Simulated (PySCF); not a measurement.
Choosing a molecule for a target property.

All species are isolated and taken at one optimised geometry, non-relativistic unless stated; the electronic structure was computed with PySCF and density fitting.

The conformers computed, where there is a choice (atom-mapped SMILES and torsion angles):
- `[NH2:1][GeH:2]([NH2:3])[PH2:4]`: H–N1–Ge2–N3 -170°, H–N1–Ge2–N3 62°, H–N3–Ge2–N1 -173°, H–N3–Ge2–N1 60°, H–P4–Ge2–N1 36°, H–P4–Ge2–N1 -57°
- `[CH3:1][CH2:2][CH2:3][NH:4]`: C1–C2–C3–N4 180°, H–N4–C3–C2 3°
- `[CH3:1][CH:2][CH2:3][NH2:4]`: C1–C2–C3–N4 -166°, H–N4–C3–C2 65°, H–N4–C3–C2 -177°

Task: Wanted: dipole moment above 1.7 D (PBE0-D3(BJ)/def2-SVP) and smallest rotational constant above 3.6 GHz (PBE0-D3(BJ)/def2-SVP), at PBE0-D3(BJ)/def2-SVP geometries. Which candidate meets both?
A. `CCC[NH]` [radical]
B. `[C]#N` [radical]
C. `[NH2][GeH]([NH2])[PH2]`
D. `C[CH]CN` [radical]

Result: A. Computed values:
```
               species  dipole moment  smallest rotational constant
[NH2][GeH]([NH2])[PH2]         0.94 D                     1.968 GHz
     C[CH]CN [radical]         1.26 D                     3.540 GHz
       [C]#N [radical]         1.45 D                    57.411 GHz
     CCC[NH] [radical]         1.97 D                     3.621 GHz
```
